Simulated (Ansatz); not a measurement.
Solid chlorine was calculated with PBEsol (plane waves, PAW; Ansatz, a quantum-chemistry and plane-wave program).

Numerical settings: plane-wave cutoff 500 eV, 8×8×4 k mesh (along the axes of the cell as run), gaussian smearing 0.02 eV, scalar-relativistic PAW data made under PBE.

Cell (relaxed at this level):

```xyz
4
Lattice="1.9391 -3.4740 0.0000 1.9391 3.4740 0.0000 0.0000 0.0000 8.0053" Properties=species:S:1:pos:R:3 pbc="T T T"
Cl     3.3872     0.0000     7.1149
Cl     2.4301     0.0000     3.1123
Cl     1.4481     0.0000     4.8930
Cl     0.4910     0.0000     0.8904
```

**Question.** Estimate the band gap that the calculation returns.

**Answer.** 
band gap: 2.02 eV (on the SCF k mesh)

Note: the cell comes from a level without a dispersion term, which matters for the spacing of layers, chains or molecules.

The computed numbers hold no vibrational or temperature effects.

Computing time: around 3 core-minutes (rough).
